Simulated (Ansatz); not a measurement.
Total energies of AlCl2H (AlHCl₂) from Ansatz at CCSD(T)/def2-TZVPP, gas phase (1 Eh = 27.2114 eV = 2625.5 kJ/mol). The reference geometry is relaxed at PBE0-D4/def2-TZVP.

```xyz
4

Al   -0.064   -0.100   -0.077
Cl   -1.154    1.473    0.746
Cl    1.991   -0.167    0.255
H    -0.773   -1.206   -0.924
```

```tsv
state	geometry	energy (Eh)
charge 0 singlet	reference	-1162.18904
charge 1 doublet	reference	-1161.75070
free Al atom (doublet)	–	-241.92630
free Cl atom (doublet)	–	-459.66464
free H atom (doublet)	–	-0.49981
```

Correlated methods freeze 15 core orbitals.

Problem. Work out the vertical ionisation energy to the doublet.

Solution. E(charge 1 doublet) − E(charge 0 singlet) = -1161.75070 − (-1162.18904) = 0.43834 Eh = 11.93 eV.

Problem. What is the binding energy per atom against free atoms?

Solution. Atoms: 1 × (-241.92630) + 2 × (-459.66464) + 1 × (-0.49981) = -1161.75539 Eh. Binding: -1161.75539 − (-1162.18904) = 0.43365 Eh = 11.80 eV, or 2.95 eV for each of 4 atoms (no zero-point energy, no counterpoise term).

At CCSD(T)/def2-TZVPP T1 of the charge 1 doublet is large (up to 0.050), so the single-reference result is doubtful.
